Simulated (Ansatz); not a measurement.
Results of r²SCAN in Ansatz (PAW) for solid chlorine.

Numerical settings: plane-wave cutoff 560 eV, 10×10×4 k mesh (along the axes of the cell as run), Fermi–Dirac smearing 0.01 eV, scalar-relativistic PAW data made under PBE.

Computed at the level's own relaxed cell.

```xyz
4
Lattice="2.0677 -3.2655 0.0000 2.0677 3.2655 0.0000 0.0000 0.0000 8.2724" Properties=species:S:1:pos:R:3 pbc="T T T"
Cl     3.6424     0.0000     7.3961
Cl     2.5608     0.0000     3.2599
Cl     1.5747     0.0000     5.0125
Cl     0.4931     0.0000     0.8763
```

Question: List the 16 lowest band energies at Γ above −25 eV (eV, relative to the valence band maximum), grouping those that round alike.

Answer: At Γ: -17.53, -17.25, -13.41, -12.59, -5.82, -4.52, -2.76, -2.65, -2.50, -2.39, -0.86, -0.35, -0.14, 0.00, 2.64, 3.57.

Note: the cell comes from a level without a dispersion term, which matters for the spacing of layers, chains or molecules.

Ansatz is an electronic-structure program.
